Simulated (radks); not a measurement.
# O³⁺ in [He] 2s1 2p1 3d1: an all-electron calculation

An exercise on one series of results from a longer session: the logs are not shown, and one member is left open.

Method: Dirac Kohn-Sham, PBEsol, spin-unpolarised, spherical densities, point nucleus; open shells are shared between the two j in proportion to 2j + 1. Code: radks (a radial shooting solver on a logarithmic mesh, Libxc functionals) version 1.

### What is computed

* element: oxygen (Z = 8)
* charge: +3
* electrons: 5
* configuration: [He] 2s1 2p1 3d1

Outer shells as boxes (Hund's rule):

O³⁺
```
[He] core
2s [↑ ]
2p [↑ ][  ][  ]
3d [↑ ][  ][  ][  ][  ]
```

Set-up of the first run:

Settings of this run:

```text
Z 8
configuration [He] 2s1 2p1 3d1 3s0 3p0
relativity Dirac
functional pbe_sol,pbe_sol
spin unpolarised
j_filling average
nucleus point
c 137.035999084
```

The run is started by

```
$ python run_ks.py task.json out
```

All runs below come from this command, one after another.

Among the steps run: Self-consistent calculation.

One of the session's tables, all rows but one given; the rest of the session is left out.

It belongs to the step «Orbitals and density». Sizes of the orbitals, from the radial functions (bohr):

```
level     <r>  outermost maximum (interpolated)  90 % within  nodes
1s1/2  0.1990                             0.129        0.356      0
2s1/2  0.9470                             0.790         1.46      1
2p1/2  0.8732                             0.677         1.42      0
2p3/2  0.8741                             0.678         1.43      0
3s1/2   2.535                              2.35         3.69      2
3p1/2   2.600                              2.39         3.85      1
3p3/2       ?                                 ?            ?      ?
3d3/2   2.423                              2.05         3.72      0
3d5/2   2.423                              2.05         3.72      0
```

Estimate the missing values for 3p3/2.

**Answer.** <r>: 2.601; outermost maximum (interpolated): 2.40; 90 % within: 3.85; nodes: 1. In the column «<r>» it is the highest.
